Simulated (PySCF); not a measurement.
**Identify the compound**

An unknown has the formula C5H3N. Its calculated NMR data are:

$^{1}$H NMR (400 MHz, computed): δ 6.60 (dd, J = 18.4, 3.7 Hz, 1H), 5.96 (dd, J = 18.4, 1.1 Hz, 1H), 3.54 (dd, J = 3.7, 1.1 Hz, 1H).

$^{13}$C{$^{1}$H} NMR (computed): δ 138.8 (CH), 122.3 (C), 120.3 (CH), 103.0 (CH), 85.1 (C).

- B3LYP/pcJ-1 coupling constants
- GFN2-xTB geometry
- NMR shieldings at PBE0/pcSseg-1/GIAO
- program: PySCF 2.14.0 with density-fitted response routines
- single conformer, non-relativistic, no solvent model

δ = σ(ref) − σ, references computed at the same level: $^{1}$H (σref 31.72) and $^{13}$C (σref 186.93) against TMS.

Task: Deduce the structure.

Result: 
- Rings plus π bonds: 5 (no ring in the answer).
- 5 carbon signals for 5 carbons: no two carbons are equivalent.
- Carbon types of the structure: 2 × C, 3 × CH, which accounts for all hydrogens.
- δC 138.8, 120.3: alkene CH; an sp2 carbon of a C=C bond.
- δC 122.3: nitrile carbon; typical of a nitrile.
- δC 103.0: terminal alkyne carbon; the triple bond shields along its axis, which puts it between sp3 and sp2 carbons.
- δC 85.1: alkyne carbon; the triple bond shields along its axis, which puts it between sp3 and sp2 carbons.
- δH 6.60, 5.96: hydrogen on an alkene CH; attached to an sp2 carbon and in the plane of the double bond.
- δH 3.54: hydrogen on a terminal alkyne carbon; it lies on the axis of the triple bond, in its shielding cone.
- The protons at 6.60 and 5.96 share a coupling of 18.4 Hz (vicinal, trans across C=C).

These data were computed for `InChI=1S/C5H3N/c1-2-3-4-5-6/h1,3-4H/b4-3+`.

This is the structure that produced the data.

Splittings below 1 Hz are ignored in the labels, and close J values are merged. Unscaled 3J(H,H) at this level run about 10 % above measured values. Shifts are as computed. Against solution values, carbons near 30 ppm lie about +3 ppm off and those near 130 ppm about +5 ppm. Of 1211 compounds with measured shifts, 218 miss one by over three times the rms of a fit or turn the order of signals round; such compounds aren't used in these exercises.
